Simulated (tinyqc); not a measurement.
Starting guesses with DIIS over 6 matrices: SCF starting guesses in the sto-6g basis, for LiH+, spin multiplicity 2. Computed by the program tinyqc with PySCF. UHF with one setting changed at a time; a run stops when the energy changes by less than 1e-09 hartree and the error matrix is below 1e-5. Starts: the lowest orbitals of the core Hamiltonian, of the Wolfsberg-Helmholz matrix (K = 1.75), projected atomic densities, random orbitals, and the highest orbitals of the core Hamiltonian (a deliberately bad start).

Geometry (angstrom):
```
atom       x       y       z
Li    0.0000  0.0000  0.0000
H     0.0000  0.0000  1.4980
```

lowest solution found by these runs and by PySCF with stability checks = -7.696700 hartree

Largest element of the error matrix X^T (FDS - SDF) X:
```
iteration     core  Wolfsberg-Helmholz  atomic densities   random  highest core orbitals
1          1.2e-01             1.1e-01           1.2e-01  1.3e+00                7.0e-02
2          1.5e-02             3.4e-02           7.6e-02  1.6e-01                1.1e-01
3          4.0e-03             2.7e-03           3.6e-02  2.7e-02                1.9e-01
4          9.0e-05             3.6e-04           2.5e-03  3.8e-03                9.1e-02
5          1.2e-05             7.8e-06           4.0e-04  4.2e-04                6.2e-02
6          1.1e-06             6.8e-07           5.6e-05  5.4e-05                3.2e-02
8                -                   -           4.6e-08  5.5e-07                1.3e-02
10               -                   -                 -        -                3.9e-05
```

How each run ends:
```
run                    iterations  E (hartree)         state
core                            6    -7.696700  lowest found
Wolfsberg-Helmholz              6    -7.696700  lowest found
atomic densities                8    -7.696700  lowest found
random                          8    -7.696700  lowest found
highest core orbitals          12    -7.696700  lowest found
```

What does the comparison show, and why?

5 of 5 runs reach the lowest solution found, in 6 to 12 iterations (fastest: core, Wolfsberg-Helmholz). The first errors are 1e-01, 1e-01, 1e-01, 1e+00, 7e-02; the deliberately bad start has the smallest one, so a small first error does not mark a good start.
